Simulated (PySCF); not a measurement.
```xyz
5

C     -0.5336     0.0094    -0.0015
C      0.7747    -0.0124     0.0021
O      1.9358    -0.0330     0.0052
H     -1.0814    -0.9212    -0.0105
H     -1.0509     0.9573     0.0046
```

Charge 0, multiplicity 1.

**Question.** Give the Mulliken and meta-Löwdin atomic charges from r2SCAN-D4/def2-TZVP (PySCF).

**Answer.** 
```json
[
 {"atom": "C1", "Mulliken (e)": "-0.46", "meta-Löwdin (e)": "-0.51"},
 {"atom": "C2", "Mulliken (e)": "0.28", "meta-Löwdin (e)": "0.43"},
 {"atom": "O3", "Mulliken (e)": "-0.17", "meta-Löwdin (e)": "-0.27"},
 {"atom": "H4", "Mulliken (e)": "0.18", "meta-Löwdin (e)": "0.18"},
 {"atom": "H5", "Mulliken (e)": "0.18", "meta-Löwdin (e)": "0.18"}
]
```
